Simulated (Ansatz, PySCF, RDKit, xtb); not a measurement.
# NSO+: from the formula to a structure

Only the formula NSO+ is given (charge +1). Aim: find the structure of lowest free energy at 400 K, then its properties.

The funnel: GFN2-xTB relaxations, single points with a density functional, relaxations at PBE0-D3(BJ)/def2-SVP, harmonic vibrations, and a last energy at a higher level. All values are calculated.

4 further runs of the same task are left out: 4 set aside as unsound or not needed.

### 1 Drawing up candidates

A program enumerates the bonding patterns with one Lewis structure each (two rings at most, one unusual centre or charged pair), with their diastereomers. O–O, O–halogen and N–halogen bonds and N–N–N chains are not drawn. That gives 3 candidates.

| label | SMILES | spin |
| --- | --- | --- |
| c408 | N#S#[O+] | singlet |
| c606 | N1=[S+]O1 | singlet |
| c836 | O=[N+]=S | singlet |

Candidates are built by distance geometry, with a force field where one applies, in up to four conformers (letters a to d). 2 starts with atoms placed at random are added, to find patterns that the rules miss.

Q: Predict the outcome of this search (final energies at CCSD(T)/def2-TZVPP).

| quantity | value |
| --- | --- |
| lowest structure found | O=[N+]=S, singlet, C∞v |
| next finalist | [N][O][S] ‡, singlet, 69.0 kcal/mol higher in G |
| share at equilibrium, among the finalists | 100.0 % |
| harmonic wavenumbers, lowest and highest (PBE0-D3(BJ)/def2-SVP) | 519 and 2190 cm⁻¹ |
| rotational constants, same geometry | 0.2182 cm⁻¹ |
| HOMO energy (PBE0/def2-TZVPD) | -17.01 eV |
| LUMO energy (PBE0/def2-TZVPD) | -10.40 eV |
| HOMO–LUMO gap (PBE0/def2-TZVPD) | 6.61 eV |
| lowest excitation (TD-B3LYP/def2-SVPD) | 4.21 eV (f = 0.000) |
| lowest triplet excitation, same level, Tamm-Dancoff | 3.24 eV |
| vertical ionisation energy | 19.84 eV |
| vertical recombination energy (electron added) | 7.73 eV |
| vertical triplet less singlet | +3.26 eV |

The search ends on `O=[N+]=S`. The margin of 69.0 kcal/mol over the next finalist is beyond the usual error of the last level; it says nothing of structures that weren't ranked. GFN2-xTB, HF/STO-3G, r2SCAN-D4/def2-SVP, PBE0-D3(BJ)/def2-SVP, HF/def2-TZVPP and MP2/def2-TZVPP already put its bonding pattern lowest among the structures in one piece. A large T1 diagnostic among the finalists warns that one reference determinant may not suffice. It concerns: the winner; the finalist [N][O][S] ‡ (singlet). The search is not exhaustive (a finite list of starts, one conformer a finalist), so a lower isomer can't be ruled out.

‡ marks the bonded skeleton alone, with all bonds drawn single: no Lewis structure was assigned that passes a check against the bond lengths.
